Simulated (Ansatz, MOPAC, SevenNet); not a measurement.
# Elastic constant C11 of diamond-structure Ge: levels of theory against measurement

Reference value: 131 GPa (measured, low temperature, not corrected to a static lattice; as tabulated in Tanner et al. (2021), arXiv:2110.11888).

| level (code) | value (GPa) | cell (Å³/atom) | difference (%) |
|---|---|---|---|
| PM6 semi-empirical Hartree-Fock (MOPAC) (MOPAC) | 175 | 22.47 | +34 |
| SevenNet-l3i5 (SevenNet) | 92.5 | 23.76 | -29 |
| PBE (Ansatz) | 104 | 23.89 | -21 |
| PBE-D3(BJ) (Ansatz) | 111 | 23.14 | -15.3 |
| r²SCANh (Ansatz) | 133 | 22.64 | +1.5 |

Closest of these to the reference: r²SCANh (+1.5 %). PM6 semi-empirical Hartree-Fock (MOPAC) (+34 %) lies farthest from it. Of these only r²SCANh lands within 10 %.

The measured value isn't corrected to a static lattice, so vibrations enter the comparison.  PM6 semi-empirical Hartree-Fock (MOPAC): the method was fitted mainly to molecules. PM6 semi-empirical Hartree-Fock (MOPAC): the run uses a supercell at the zone centre in place of a k mesh. PBE, PBE-D3(BJ): the solid has no gap at this level, which affects its response. PBE-D3(BJ): the dispersion coefficients are held fixed in the derivatives. Each level is taken at its own relaxed cell. Cutoffs and k meshes differ between the levels. Ansatz's density-functional and Hartree–Fock values are scalar-relativistic unless marked +SOC, with PAW data made under PBE.

Machine-learned potentials (SevenNet-l3i5) are trained on DFT data, which may include these solids.

Differences are worked out from the printed values.

Ansatz is an electronic-structure program.
